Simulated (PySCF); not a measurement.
cyclobutane (C₄H₈), SMILES C1CCC1.

Geometry optimised at PBE0-D3(BJ)/def2-SVP.

Calculation: PBE/def2-TZVP in PySCF.

Gas-phase values at a fixed geometry.

```yaml
total_energy: -157.04007 hartree
point_group: D2d
highest_occupied_level: -7.23 eV
lowest_empty_level: 0.55 eV
orbital_gap: 7.78 eV
dipole_moment: 0.000 e·Å
quadrupole, principal values (traceless, Buckingham form, about the centre of nuclear charge): -0.81, -0.81, 1.63 D·Å
mean_static_polarisability: 48.4 bohr³ (7.17 Å³)
polarisability_principal_values: 44.6, 50.3, 50.3 bohr³
```
